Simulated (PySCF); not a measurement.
## Löwdin shares of the frontier orbitals

C3H3FN2.
Structure used (PBE0-D3(BJ)/def2-SVP), in Å, numbered top down from 1:
```xyz
9
C3H3FN2 angstrom
F      1.937   -0.890   -1.289
C      0.912   -0.502   -0.561
C      0.256    0.744   -0.639
C     -0.729    0.637    0.324
N     -0.595   -0.591    0.871
N      0.402   -1.304    0.344
H      0.476    1.581   -1.295
H     -1.497    1.335    0.650
H     -1.159   -1.002    1.602
```

Computed with TDDFT CAM-B3LYP/def2-SVPD, vertical, gas phase, core orbitals frozen in the response in PySCF.

Frontier orbitals with the atoms that hold most of them (Löwdin shares over 4%, at most four atoms; ? is withheld):

```tsv
orbital	ε (eV)	atoms
LUMO+2	1.84	C3 27%, C2 22%, F1 12%, H7 12%
LUMO+1	1.30	C4 31%, H9 29%, H8 21%, N5 10%
LUMO	1.22	C4 29%, N5 19%, N6 18%, C3 14%
HOMO	-8.86	?
HOMO-1	-9.01	?
HOMO-2	-10.43	N6 66%, C2 11%, N5 9%, C3 5%
HOMO-3	-12.68	F1 46%, C3 14%, C4 12%, C2 9%
```

**Question.** Which atoms hold the HOMO, and with what shares?

**Answer.** N5 (bonded to C, N and H) 26%; C2 (bonded to C, F and N) 22%; N6 (bonded to C and N) 18%; F1 (bonded to C) 13%. By element: nitrogen 44%, carbon 22% or more, fluorine 13%.

**Question.** Which atoms hold the HOMO-1, and with what shares?

**Answer.** C3 (bonded to 2 C and H) 32%; C4 (bonded to C, N and H) 25%; N6 (bonded to C and N) 20%; N5 (bonded to C, N and H) 11%. By element: carbon 57% or more, nitrogen 30%.

**Question.** The HOMO–LUMO gap is 10.08 eV. Where does the response calculation put the lowest singlet, and from which orbitals?

**Answer.** S1 is at 6.77 eV (f = 0.074), 3.31 eV below the gap, made of HOMO→LUMO (72%), HOMO-1→LUMO (16%), HOMO-1→LUMO+5 (8%). 

**Question.** One configuration dominates each of S1, S2, S3, S4 and S5. Which, and how do the shares of the two leading atoms of either orbital change from the occupied to the empty one?

**Answer.** 
- S1 (6.77 eV, f 0.074), HOMO→LUMO (72%): N5 26% → 19%, C2 22% → at most 15%, C4 at most 14% → 29%
- S2 (7.11 eV, f 0.0079), HOMO→LUMO+1 (86%): N5 26% → 10%, C2 22% → at most 10%, C4 at most 14% → 31%, H9 at most 14% → 29%
- S3 (7.16 eV, f 0.118), HOMO-1→LUMO (74%): C3 32% → 14%, C4 25% → 29%, N5 11% → 19%
- S4 (7.25 eV, f 0.0052), HOMO-1→LUMO+1 (90%): C3 32% → at most 10%, C4 25% → 31%, H9 at most 11% → 29%
- S5 (7.42 eV, f 0.0046), HOMO-2→LUMO (92%): N6 66% → 18%, C2 11% → at most 15%, C4 at most 5% → 29%, N5 9% → 19%

Löwdin shares depend on the basis, the more so with diffuse functions.
